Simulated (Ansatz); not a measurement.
`N=COCF` at its PBE0-D4/def2-TZVP geometry, where that method's forces vanish. Charge 0, multiplicity 1.

```xyz
9

N    -1.0859    0.8753    1.0886
C     0.1365    0.9771    0.8107
O     0.8994    0.2620   -0.0410
C     0.2740   -0.7664   -0.7501
F     1.2272   -1.3256   -1.5251
H    -1.5705    0.1345    0.5884
H     0.7528    1.7363    1.2875
H    -0.5171   -0.3659   -1.3951
H    -0.1163   -1.5274   -0.0639
```

Task: What forces (eV/Å) does PBE-D4/def2-TZVPP give on these atoms in Ansatz 0.2.0? (Estimate.)

Result: The calculation gave: 
```
N1  -0.750  0.209  0.407
C2   0.318  0.240  0.114
O3   0.697  0.131 -0.095
C4  -0.395 -0.091  0.040
F5   0.519 -0.333 -0.446
H6  -0.196 -0.252 -0.160
H7   0.161  0.175  0.104
H8  -0.225  0.100 -0.142
H9  -0.129 -0.179  0.179
```
